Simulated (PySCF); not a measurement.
**CCSDTQ/STO-6G run of BH3Cl− (SMILES [BH3-]Cl)**

Aim: the energy change on altering one bond length of BH3Cl− at CCSDTQ/STO-6G, from 2 runs. Input form: a Python script.

The calculation is run with PySCF 2.14.0.

16 further runs of the same task are left out: 1 that didn't finish, 15 set aside as unsound or not needed.

### 1 Starting point

The species is BH3Cl− (5 atoms), meant as a singlet with charge -1. SMILES: `[BH3-]Cl`. Geometry: relaxed at GFN2-xTB.

Bond lengths: B1–Cl2 1.873 Å, B1–H3 1.208 Å, B1–H4 1.208 Å, B1–H5 1.208 Å. Angles: Cl2–B1–H3 106.7°, Cl2–B1–H4 106.7°, Cl2–B1–H5 106.7°, H3–B1–H4 112.0°, H3–B1–H5 112.2°, H4–B1–H5 112.1°.

### 2 The energy at CCSDTQ/STO-6G

mol.xyz reads:

```xyz
5

B      0.082390    -0.047870     0.135930
Cl    -0.845860     0.496450    -1.396970
H      1.223080    -0.254620    -0.203070
H     -0.460100    -1.051350     0.532730
H      0.000500     0.857390     0.931390
```

calc.py reads:

```python
from pyscf import gto, scf, cc

mol = gto.M(
    atom='mol.xyz',
    max_memory=1860,
    verbose=3,
    charge=-1,
    basis='sto-6g',
)

calc0 = scf.RHF(mol)
calc0.conv_tol = 1e-10
calc0.kernel()
if not calc0.converged:
    calc0 = calc0.newton().run(calc0.mo_coeff, calc0.mo_occ)

mycc = cc.CCSDTQ(calc0, frozen=6)
mycc.kernel()
etot = mycc.e_tot
print('E = %.10f Eh' % etot)
```

Started as:

```console
$ OMP_NUM_THREADS=1 python calc.py
```

Standard output:

```text
converged SCF energy = -484.324196297451
_make_eris_incore_RCCSDTQ
RCCSDTQ converged
E(RCCSDTQ) = -484.3879780769822   E_corr = -0.06378177953158953
E_corr(same-spin) = -0.00174354083058769
E_corr(oppo-spin) = -0.0620382387010018
E = -484.3879780770 Eh
```

Run time: 4.5 s. Hardware: 1 thread of Intel Xeon Platinum 8488C (Sapphire Rapids), shared host; peak memory 0.12 GiB.

### 3 The distorted shape, same level

calc.py reads:

```python
from pyscf import gto, cc

mol = gto.M(
    atom='''
B      0.733377     1.156304    -0.340229
Cl    -0.194873     1.700624    -1.873129
H      1.874067     0.949554    -0.679229
H     -0.460100    -1.051350     0.532730
H      0.651487     2.061564     0.455231
''',
    basis='sto-6g',
    charge=-1,
    spin=0,
    verbose=4,
    max_memory=1860,
)

myscf = mol.RHF()
myscf.conv_tol = 1e-10
myscf.kernel()
if not myscf.converged:
    myscf = myscf.newton().run(myscf.mo_coeff, myscf.mo_occ)

mycc = cc.CCSDTQ(myscf, frozen=6)
mycc.kernel()
e_tot = mycc.e_tot
print('E = %.10f Eh' % e_tot)
```

Started as:

```console
$ OMP_NUM_THREADS=1 python calc.py
```

Standard output:

```text
PySCF version 2.14.0

[INPUT] num. atoms = 5
[INPUT] num. electrons = 26
[INPUT] charge = -1
[INPUT] spin (= nelec alpha-beta = 2S) = 0
[INPUT] symmetry False subgroup None
[INPUT] Mole.unit = angstrom
[INPUT] Symbol           X                Y                Z      unit          X                Y                Z       unit  Magmom
[INPUT]  1 B      0.733377000000   1.156304000000  -0.340229000000 AA    1.385881676055   2.185097876739  -0.642939629635 Bohr   0.0
[INPUT]  2 Cl    -0.194873000000   1.700624000000  -1.873129000000 AA   -0.368256599072   3.213713600862  -3.539700805980 Bohr   0.0
[INPUT]  3 H      1.874067000000   0.949554000000  -0.679229000000 AA    3.541473369085   1.794397000485  -1.283556785862 Bohr   0.0
[INPUT]  4 H     -0.460100000000  -1.051350000000   0.532730000000 AA   -0.869462989912  -1.986763561061   1.006713798340 Bohr   0.0
[INPUT]  5 H      0.651487000000   2.061564000000   0.455231000000 AA    1.231132003715   3.895791348263   0.860261913412 Bohr   0.0

nuclear repulsion = 39.6180376641675
number of shells = 11
number of NR pGTOs = 102
number of NR cGTOs = 17
basis = sto-6g
ecp = {}

******** <class 'pyscf.scf.hf.RHF'> ********
method = RHF
initial guess = minao
damping factor = 0
level_shift factor = 0
DIIS = <class 'pyscf.scf.diis.CDIIS'>
diis_start_cycle = 1
diis_space = 8
diis_damp = 0
SCF conv_tol = 1e-10
SCF conv_tol_grad = None
SCF max_cycles = 50
direct_scf = True
direct_scf_tol = 1e-13
Set gradient conv threshold to 1e-05
Initial guess from minao.
init E= -483.607400470788
  HOMO = -0.139896320983417  LUMO = 0.0710298809526598  gap/eV = 5.73959
cycle= 1 E= -483.983246043665  delta_E= -0.376  |g|= 0.28  |ddm|= 2.24
  HOMO = 0.131169343394968  LUMO = 0.374320560643526  gap/eV = 6.61648
cycle= 2 E= -484.031176826603  delta_E= -0.0479  |g|= 0.19  |ddm|= 1.05
  HOMO = 0.0893717907422698  LUMO = 0.420572076656513  gap/eV = 9.01242
cycle= 3 E= -484.049582660569  delta_E= -0.0184  |g|= 0.0321  |ddm|= 0.39
  HOMO = 0.0782375524283101  LUMO = 0.427190956106401  gap/eV = 9.49551
cycle= 4 E= -484.050386506866  delta_E= -0.000804  |g|= 0.00381  |ddm|= 0.0818
  HOMO = 0.0807191009120801  LUMO = 0.424161493048919  gap/eV = 9.34554
cycle= 5 E= -484.050399176313  delta_E= -1.27e-05  |g|= 0.00115  |ddm|= 0.00942
  HOMO = 0.08113615071091  LUMO = 0.424619707036193  gap/eV = 9.34666
cycle= 6 E= -484.050400382846  delta_E= -1.21e-06  |g|= 0.000186  |ddm|= 0.00336
  HOMO = 0.0810553482289679  LUMO = 0.424622030190179  gap/eV = 9.34893
cycle= 7 E= -484.050400421901  delta_E= -3.91e-08  |g|= 1.32e-05  |ddm|= 0.000701
  HOMO = 0.0810626524351338  LUMO = 0.42461657305655  gap/eV = 9.34858
cycle= 8 E= -484.050400422073  delta_E= -1.73e-10  |g|= 3.31e-06  |ddm|= 4.17e-05
  HOMO = 0.0810640020925142  LUMO = 0.424617072489371  gap/eV = 9.34856
cycle= 9 E= -484.050400422085  delta_E= -1.14e-11  |g|= 6.22e-07  |ddm|= 1.29e-05
  HOMO = 0.0810635534042544  LUMO = 0.42461714914052  gap/eV = 9.34857
Extra cycle  E= -484.050400422085  delta_E= -4.55e-13  |g|= 2.58e-07  |ddm|= 1.49e-06
converged SCF energy = -484.050400422085

******** <class 'pyscf.cc.rccsdtq.RCCSDTQ'> ********
RCCSDTQ nocc = 7, nmo = 11
Allocating only the i<=j<=k<=l part of the T4 amplitude in memory
frozen orbitals 6
max_cycle = 50
conv_tol = 1e-07
conv_tol_normt = 1e-06
diis with the T4 amplitude
diis_space = 6
diis_start_cycle = 0
diis_start_energy_diff = 1e+09
einsum_backend: numpy
_make_eris_incore_RCCSDTQ
blksize  4
Approximate memory usage estimate
    T4 memory                 420 KB
    R4 memory                 420 KB
    Symmetrized T4 memory     336 KB
    ERIs memory               114 KB
    T1-ERIs memory            114 KB
    Intermediates memory      196 KB
Init t2, MP2 energy = -484.139522006849  E_corr(MP2) -0.089121584764
Init E_corr(RCCSDTQ) = -0.0891215847639535
cycle =  1  E_corr(RCCSDTQ) = -0.101050091493  dE = -1.192850672912e-02  norm(d tamps) = 1.72099823e-01
cycle =  2  E_corr(RCCSDTQ) = -0.128493188026  dE = -2.744309653261e-02  norm(d tamps) = 1.31016927e-01
cycle =  3  E_corr(RCCSDTQ) = -0.127944959940  dE =  5.482280854455e-04  norm(d tamps) = 7.84612186e-02
cycle =  4  E_corr(RCCSDTQ) = -0.145650078555  dE = -1.770511861497e-02  norm(d tamps) = 5.65112976e-02
cycle =  5  E_corr(RCCSDTQ) = -0.143702943538  dE =  1.947135017440e-03  norm(d tamps) = 9.88381132e-03
cycle =  6  E_corr(RCCSDTQ) = -0.144093954718  dE = -3.910111801496e-04  norm(d tamps) = 4.86638682e-03
cycle =  7  E_corr(RCCSDTQ) = -0.144295186345  dE = -2.012316274650e-04  norm(d tamps) = 1.36498446e-03
cycle =  8  E_corr(RCCSDTQ) = -0.144237921789  dE =  5.726455640506e-05  norm(d tamps) = 4.67040188e-04
cycle =  9  E_corr(RCCSDTQ) = -0.144256407157  dE = -1.848536766069e-05  norm(d tamps) = 1.04281176e-04
cycle = 10  E_corr(RCCSDTQ) = -0.144256063800  dE =  3.433564452204e-07  norm(d tamps) = 2.65597571e-05
cycle = 11  E_corr(RCCSDTQ) = -0.144256146553  dE = -8.275295657056e-08  norm(d tamps) = 8.69222879e-06
cycle = 12  E_corr(RCCSDTQ) = -0.144256038306  dE =  1.082470018343e-07  norm(d tamps) = 3.80030628e-06
cycle = 13  E_corr(RCCSDTQ) = -0.144255952633  dE =  8.567273132587e-08  norm(d tamps) = 1.57301190e-06
cycle = 14  E_corr(RCCSDTQ) = -0.144255939457  dE =  1.317604000906e-08  norm(d tamps) = 5.04964532e-07
RCCSDTQ converged
E(RCCSDTQ) = -484.1946563615426   E_corr = -0.1442559394573767
E_corr(same-spin) = -0.00310340412814173
E_corr(oppo-spin) = -0.141152535329235
E = -484.1946563615 Eh
```

It took 6 s on 1 thread of Intel Xeon Platinum 8488C (Sapphire Rapids), shared host; peak memory 0.13 GiB.

### 4 What came out

At CCSDTQ/STO-6G, 6 core orbitals frozen:

| quantity | value |
| --- | --- |
| first shape: total energy | -484.38798 Eh |
| first shape: HOMO energy (Hartree–Fock orbitals) | -2.18 eV |
| first shape: LUMO energy (Hartree–Fock orbitals) | 20.90 eV |
| first shape: HOMO–LUMO gap (to an unbound level, set by the basis) | 23.08 eV |
| first shape: correlation energy (6 core orbitals frozen) | -63.8 mEh |
| first shape: T1 diagnostic | 0.005 |
| distorted shape: total energy | -484.19466 Eh |
| distorted shape: HOMO energy (Hartree–Fock orbitals) | 2.21 eV |
| distorted shape: LUMO energy (Hartree–Fock orbitals) | 11.55 eV |
| distorted shape: HOMO–LUMO gap (to an unbound level, set by the basis) | 9.35 eV |
| distorted shape: correlation energy (6 core orbitals frozen) | -144.3 mEh |
| distorted shape: T1 diagnostic | 0.070 |
| energy change with the B1–H4 bond stretched from 1.208 to 2.657 Å | 5.261 eV |

In words: With the B1–H4 bond stretched from 1.208 to 2.657 Å the energy rises by 5.26 eV (508 kJ/mol). The first shape isn't relaxed at this level, so the change isn't measured from a minimum. The minimal basis adds a large error of its own. Mulliken charges (distorted shape) of the mean-field density run from -0.50 on H4 to +0.18 on B1. The HOMO (distorted shape) lies at positive energy, 2.21 eV: the electron is unbound at this level or held by a compact basis; values depend on the basis.
